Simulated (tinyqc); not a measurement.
Worked calculation: RKS/PBE in the sto-3g basis, for H2O, spin multiplicity 1. One step of it, computed by the program tinyqc.

Question. Iteration 9 (converged): orbitals. Diagonalise F' = X^T F X, C = X C', fill 5 alpha and 5 beta electrons from the bottom; D = 2 C_occ C_occ^T. Each column has its largest component positive (the first on a tie).

converged F (hartree), lower triangle:
```
,1O 1s,1O 2s,1O 2px,1O 2py,1O 2pz,2H 1s,3H 1s
1O 1s,-18.474410
1O 2s,-4.763190,-1.906719
1O 2px,0.000000,0.000000,-0.066266
1O 2py,0.000000,0.000000,0.000000,-0.149844
1O 2pz,-0.015142,-0.095516,0.000000,0.000000,-0.127964
2H 1s,-0.601406,-0.477915,0.000000,-0.178478,-0.163863,-0.252243
3H 1s,-0.601406,-0.477915,0.000000,0.178478,-0.163863,-0.137961,-0.252244
```

X:
```
,1,2,3,4,5,6,7
1O 1s,-0.385626,0.000000,0.707686,0.000000,0.612090,0.000000,0.202561
1O 2s,0.962582,0.000000,-0.290599,0.000000,0.316042,0.000000,0.460775
1O 2px,0.000000,0.000000,0.000000,1.000000,0.000000,0.000000,0.000000
1O 2py,0.000000,0.814034,0.000000,0.000000,0.000000,0.693248,0.000000
1O 2pz,0.450017,0.000000,0.677077,0.000000,-0.609026,0.000000,0.223480
2H 1s,-0.599444,-0.715660,-0.206801,0.000000,-0.171738,0.394271,0.388686
3H 1s,-0.599444,0.715660,-0.206801,0.000000,-0.171738,-0.394271,0.388686
```

Give: F' = X^T F X; orbital energies; coefficients C; D after iteration 9.

Answer.

F' = X^T F X (hartree), lower triangle:
```
,1,2,3,4,5,6,7
1,-0.6379
2,0.0000,0.1995
3,2.2118,0.0000,-7.1942
4,0.0000,0.0000,0.0000,-0.0663
5,2.1506,0.0000,-7.7475,0.0000,-8.6892
6,0.0000,0.0425,0.0000,0.0000,0.0000,-0.3027
7,0.8629,0.0000,-3.8030,0.0000,-4.3231,0.0000,-2.7860
```

orbital energies (hartree): MO1 -18.4842, MO2 -0.7615, MO3 -0.3062, MO4 -0.1949, MO5 -0.0663, MO6 0.1333, MO7 0.2031

coefficients C:
```
,MO1,MO2,MO3,MO4,MO5,MO6,MO7
1O 1s,0.9937,-0.2407,0.0000,0.1095,0.0000,-0.0882,0.0000
1O 2s,0.0265,0.8930,0.0000,-0.5202,0.0000,0.5043,0.0000
1O 2px,0.0000,0.0000,0.0000,0.0000,1.0000,0.0000,0.0000
1O 2py,0.0000,0.0000,0.6227,0.0000,0.0000,0.0000,0.8692
1O 2pz,0.0027,0.1386,0.0000,0.6943,0.0000,0.7619,0.0000
2H 1s,-0.0048,0.1450,0.4528,0.3711,0.0000,-0.6511,-0.6802
3H 1s,-0.0048,0.1450,-0.4528,0.3711,0.0000,-0.6511,0.6802
```

D after iteration 9, lower triangle:
```
,1O 1s,1O 2s,1O 2px,1O 2py,1O 2pz,2H 1s,3H 1s
1O 1s,2.1149
1O 2s,-0.4912,2.1377
1O 2px,0.0000,0.0000,2.0000
1O 2py,0.0000,0.0000,0.0000,0.7755
1O 2pz,0.0906,-0.4747,0.0000,0.0000,1.0026
2H 1s,0.0020,-0.1275,0.0000,0.5639,0.5555,0.7275
3H 1s,0.0020,-0.1275,0.0000,-0.5639,0.5555,-0.0925,0.7275
```
